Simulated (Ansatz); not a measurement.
# NClO (nitrosyl chloride): levels of theory compared

Aim: a comparison of 6 runs (HSE06/STO-3G, UMP2/STO-3G, CCSDT(Q)/STO-3G, CCSD(T)/STO-3G, UCCSD(T)/STO-3G, FCI/STO-3G) of NClO (nitrosyl chloride). 

The results are computed with Ansatz 0.2.0.

50 further runs of the same task are left out: 5 that didn't finish, 45 set aside as unsound or not needed.

## (1) The molecule

The species is NClO (3 atoms), meant as a singlet with charge 0. As SMILES, `O=NCl`. The Cl3–N2 distance was set to 4.860 Å, away from the relaxed value. At this shape a bond of the SMILES string is far longer than usual.

Bond lengths: O1–N2 1.127 Å.

## (2) The energy at HSE06/STO-3G (run 1)

input.yaml reads:

```yaml
crystal:
  periodic: [false, false, false]
  atoms:
    - symbol: O
      position_ang: [2.656353, -2.644509, 1.177181]
    - symbol: "N"
      position_ang: [1.708323, -2.905729, 0.627461]
    - symbol: Cl
      position_ang: [-1.052130, 0.937900, -0.478040]
basis:
  gaussian:
    orbitals: STO-3G
accuracy: high
hamiltonian:
  xc: hse06
```

Run with:

```bash
$ ansatz run input.yaml --threads 1 --pin off --max-ram 3480MiB --events-out events.jsonl --progress --plain --runs-dir runs
```

Standard output:

```text
Warning: RAYON_NUM_THREADS=1 ignored (pool sized by the plan → 1); use --threads N
Functional definition: HSE06
  name "HSE06"
  parameter a = 0.25
  parameter omega = 0.11/bohr
  exchange = pbe_x - a*pbe_x_sr(omega) + a*exact_x_sr(omega)
  correlation = pbe_c
278 factors; integrals over basis functions are off by at most 3.2e-8 eV
58 factors; integrals over basis functions are off by at most 1.1e-9 eV
mean field evaluation 1: about -15856.5505 eV, gradient 1.5e1 eV
mean field evaluation 2: about -15736.3908 eV, gradient 1.9e1 eV
mean field evaluation 4: about -15857.0481 eV, gradient 2.9e0 eV
mean field evaluation 8: about -15857.0481 eV, gradient 2.9e0 eV
mean field evaluation 16: about -15862.2416 eV, gradient 1.0e-2 eV
mean field evaluation 32: about -15862.2438 eV, gradient 8.8e-3 eV
mean field evaluation 64: about -15843.4495 eV, gradient 8.5e0 eV
mean field evaluation 96: about -15852.2756 eV, gradient 6.2e-3 eV
mean field evaluation 128: about -15862.2441 eV, gradient 1.1e-2 eV
mean field evaluation 160: about -15862.2263 eV, gradient 4.0e-1 eV
mean field evaluation 192: about -15862.2443 eV, gradient 8.5e-3 eV
mean field evaluation 224: about -15862.2423 eV, gradient 1.7e-2 eV
mean field -15862.24453767 eV, -582.9267349438 hartree, gradient 6.9e-9 eV, S^2 0.000000; 12 other end points of the search recorded, 0 dependent functions left out
reference -15862.24453917 eV, -582.9267349990 hartree; 16, 16 occupied and 3, 3 virtual orbitals, 278 factors
Total energy: -15862.24453917 eV, -582.9267349990 hartree
```

Wall time 18 s (1 thread of Arm Neoverse V1, shared host).

## (3) A single-point energy at UMP2/STO-3G (run 2)

job.yaml reads:

```yaml
crystal:
  periodic: [false, false, false]
  atoms:
    - symbol: O
      position_ang: [2.656353, -2.644509, 1.177181]
    - symbol: N
      position_ang: [1.708323, -2.905729, 0.627461]
    - symbol: Cl
      position_ang: [-1.052130, 0.937900, -0.478040]
basis:
  gaussian:
    orbitals: STO-3G
magnetization:
  spin_polarized: true
correlation:
  method: mp2
  frozen_orbitals: {Cl: 5, "N": 1, O: 1}
accuracy: high
```

Run with:

```bash
$ ansatz run job.yaml --threads 1 --pin off --max-ram 3480MiB --events-out events.jsonl --progress --plain --runs-dir runs
```

Standard output, shortened:

```text
Warning: RAYON_NUM_THREADS=1 ignored (pool sized by the plan → 1); use --threads N
Functional definition: HF
  name "HF"
[...]
278 factors; integrals over basis functions are off by at most 3.2e-8 eV
[...]
mean field -15838.75997891 eV, -582.0636933277 hartree, gradient 4.9e-12 eV, S^2 1.097253; 19 other end points of the search recorded, 0 dependent functions left out
7 core orbitals not correlated: weight in the atoms' cores, before any rotation towards them, 1.000 or more for the frozen orbitals, at most 0.000 for the correlated occupied ones
reference -15838.75997891 eV, -582.0636933277 hartree; 9, 9 occupied and 3, 3 virtual orbitals, 278 factors
second order -2.76417390 eV of doubles, -0.00000000 eV of singles
Total energy: -15841.52415281 eV, -582.1652748450 hartree
```

Wall time 1.9 s (1 thread of Arm Neoverse V1, shared host).

Run 3 isn't shown in full; the table further down has it.

## (4) The energy at CCSD(T)/STO-3G (run 4)

molecule.yaml reads:

```yaml
crystal:
  periodic: [false, false, false]
  atoms:
    - {symbol: O, position_ang: [2.656353, -2.644509, 1.177181]}
    - {symbol: N, position_ang: [1.708323, -2.905729, 0.627461]}
    - {symbol: Cl, position_ang: [-1.052130, 0.937900, -0.478040]}
basis:
  gaussian: {orbitals: STO-3G}
correlation: {method: ccsd_t, frozen_orbitals: {Cl: 5, "N": 1, O: 1}}
accuracy: high
scf: {omitted_lower_state_checks: [cluster_reference, increment]}
```

Run with:

```bash
$ ansatz run molecule.yaml --threads 1 --pin off --max-ram 3480MiB --events-out events.jsonl --progress --plain --runs-dir runs
```

Standard output:

```text
Warning: RAYON_NUM_THREADS=1 ignored (pool sized by the plan → 1); use --threads N
[... 14 lines left out ...]
7 core orbitals not correlated: weight in the atoms' cores, before any rotation towards them, 1.000 or more for the frozen orbitals, at most 0.000 for the correlated occupied ones
[... 81 lines left out ...]
WARN: these amplitudes may be one of several solutions (largest doubles amplitude 1.07, level shift 13.22 eV)
Total energy: -15843.25084332 eV, -582.2287295510 hartree
Checks for a lower state left out: cluster_reference, increment
```

Wall time 0.42 s (1 thread of Arm Neoverse V1, shared host).

Run 5 isn't shown in full; the table further down has it.

## (5) The energy at FCI/STO-3G (run 6)

in.yaml reads:

```yaml
basis:
  gaussian:
    orbitals: STO-3G
crystal:
  periodic: [false, false, false]
  atoms:
    - {symbol: O, position_ang: [2.656353, -2.644509, 1.177181]}
    - {symbol: N, position_ang: [1.708323, -2.905729, 0.627461]}
    - {symbol: Cl, position_ang: [-1.052130, 0.937900, -0.478040]}
correlation:
  method: fci
  frozen_orbitals: {Cl: 5, "N": 1, O: 1}
accuracy: high
```

Run with:

```bash
$ ansatz run in.yaml --threads 1 --pin off --max-ram 3480MiB --events-out events.jsonl --progress --plain --runs-dir runs
```

Standard output, shortened:

```text
Warning: RAYON_NUM_THREADS=1 ignored (pool sized by the plan → 1); use --threads N
Functional definition: HF
  name "HF"
[...]
278 factors; integrals over basis functions are off by at most 3.2e-8 eV
[...]
mean field -15833.32062307 eV, -581.8638006877 hartree, gradient 2.2e-8 eV, S^2 0.000000; 6 other end points of the search recorded, 0 dependent functions left out; unrestricted orbitals would lower it
[...]
unrestricted determinant -15838.75993922 eV, -582.0636918691 hartree, S^2 1.0973
7 core orbitals not correlated: weight in the atoms' cores, before any rotation towards them, 1.000 or more for the frozen orbitals, at most 0.000 for the correlated occupied ones
reference -15833.32062307 eV, -581.8638006877 hartree; 9, 9 occupied and 3, 3 virtual orbitals, 278 factors
state -15842.16487111 eV, -582.1888208084 hartree
Total energy: -15842.16487111 eV, -582.1888208084 hartree
```

It took 0.91 s on 1 thread of Arm Neoverse V1, shared host.

## (6) The series

```csv
run,level,frozen core orbitals,energy (Eh),wall time
1,HSE06/STO-3G,–,-582.926735,18 s
2,UMP2/STO-3G,7,-582.165275,1.9 s
3,CCSDT(Q)/STO-3G,7,-582.194366,1.3 s
4,CCSD(T)/STO-3G,7,-582.228730,0.42 s
5,UCCSD(T)/STO-3G,7,-582.187211,2 s
6,FCI/STO-3G,7,-582.188821,0.91 s
```

## (7) Results

```
                                          quantity          value
                               run 6: total energy  -582.18882 Eh
run 6: correlation energy (7 core orbitals frozen)     -325.0 mEh
```

What this shows: Against full CI in this basis: UMP2 +23.5 mEh; CCSDT(Q) -5.5 mEh; CCSD(T) -39.9 mEh; UCCSD(T) +1.6 mEh. In run 4 the T1 diagnostic is large, so a single reference may not serve. In runs 3, 4 the log says that unrestricted orbitals would lower the reference, so the values rest on an unstable closed-shell determinant (other closed-shell runs at this shape may share the fault). In runs 1, 2, 3, 4, 5, 6 the basis is minimal, so the values are rough. In runs 1, 4 a closed-shell determinant meets a far-stretched bond, which it describes badly. Spin contamination of the reference: run 2 ⟨S²⟩ = 1.10, run 5 ⟨S²⟩ = 1.10. Where it is this large, the reference is a mixture of spin states, and values that rest on it are in doubt. All runs together took 24 s, the longest 18 s.
